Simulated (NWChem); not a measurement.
**Correlation energy of Be**

```
Be
```
Charge 0, spin multiplicity 1.

The numbers come from NWChem runs, not from measurements.

Basis set: cc-pVQZ. Each correlation energy counts from its own Hartree-Fock reference.

```json
[
 {"method": "CR-CCSD(T)", "correlation energy (mHa)": "-46.0"},
 {"method": "MP2", "correlation energy (mHa)": "-29.4"},
 {"method": "CR-CCSD[T]", "correlation energy (mHa)": "-46.0"},
 {"method": "CCSD", "correlation energy (mHa)": "-46.0"},
 {"method": "CCSDT", "correlation energy (mHa)": "-46.0"},
 {"method": "SCS-MP2", "correlation energy (mHa)": "-35.3"}
]
```

The values span 16.6 mHa, from CCSD (lowest) to MP2 (highest). 

The correlated methods keep 1 core orbital frozen. Coupled-cluster values serve here as a point of comparison, not as the truth.
